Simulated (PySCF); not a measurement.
Species: C4H5 (doublet state).
SMILES with atom numbers: `[H]/[C:1]=[CH:2]\[CH:3]=[CH2:4]` (hydrogens: H5 on C1; H6 on C2; H7 on C3; H8, H9 on C4)

Cartesian coordinates in Å at the GFN2-xTB level; atoms count from 1:
```
atom  x, y, z in Å
C1    -1.9463    0.5341    0.5516
C2    -0.7929    0.5723   -0.0452
C3     0.3005   -0.3881    0.1430
C4     1.4596   -0.2969   -0.4934
H5    -2.4583   -0.0725    1.2621
H6    -0.5700    1.3645   -0.7532
H7     0.1084   -1.1911    0.8411
H8     1.6646    0.4984   -1.1913
H9     2.2480   -1.0147   -0.3400
```

The hyperfine couplings belong to this conformer and change with its torsions.

Computed, not measured: UKS B3LYP, pcH-1 on C H, non-relativistic, mean-field spin-orbit, GIAO in PySCF 2.14.0. Geometry: GFN2-xTB, one conformer, isolated molecule. The geometry wasn't refined by DFT: couplings that depend on bond lengths, twists or pyramidal angles can differ widely from those at the functional's own minimum. Stability of the SCF solution: not tested.

Question: Break the g tensor into its mass correction, gauge correction and orbital-Zeeman/spin–orbit terms.

Answer: 
```json
{"Δg (ppm)": "relativistic mass correction", "1": "-149", "2": "-149", "3": "-149"}
{"Δg (ppm)": "gauge correction", "1": "31", "2": "7", "3": "-23"}
{"Δg (ppm)": "orbital Zeeman/spin–orbit", "1": "-378", "2": "-32", "3": "568"}
{"Δg (ppm)": "total", "1": "-495", "2": "-175", "3": "396"}
```

So g = 2.00182, 2.00214, 2.00272 and g_iso = 2.00223; the tensor is rhombic: the two nearest values differ by 36 % of g3 − g1. Axes: g2 points within 10° of the C2–C3 bond and g3 is normal to the molecular plane.

Question: What effective moment and Curie constant follow for a powder?

Answer: With the mean of g² = 4.0089 and S(S+1) = 0.75: μ_eff = √(⟨g²⟩S(S+1)) = 1.734 μB and χT = 0.12505·⟨g²⟩·S(S+1) = 0.376 cm³ K/mol (cgs; spin-Hamiltonian part alone).

Question: What are the electron Larmor frequencies g μB B/h along the three axes at 340 mT?

Answer: 9.5261, 9.5277, 9.5304 GHz for g1, g2 and g3, a range of 4.2 MHz.

Question: In a frozen sample, at which fields do the three g values resonate at 9.5, 34, 94 and 263 GHz (hyperfine left aside), and which band first spreads them over more than twice a line width of 1.0 mT?

Answer: 
```tsv
band	GHz	B(g3) mT	B(g2) mT	B(g1) mT	spread mT
X	9.5	338.92	339.01	339.07	0.15
Q	34.0	1212.96	1213.31	1213.50	0.54
W	94.0	3353.49	3354.45	3354.98	1.49
J	263.0	9382.64	9385.31	9386.82	4.18
```

The spread grows in proportion to the frequency. J band is the first where it exceeds 2.0 mT.

Largest spin populations (Mulliken): C1 (+1.08), C2 (-0.17) and C3 (+0.09). C1 is the only atom above +0.15.

The HOMO–LUMO gaps are 5.67 eV among the α and 4.41 eV among the β orbitals.
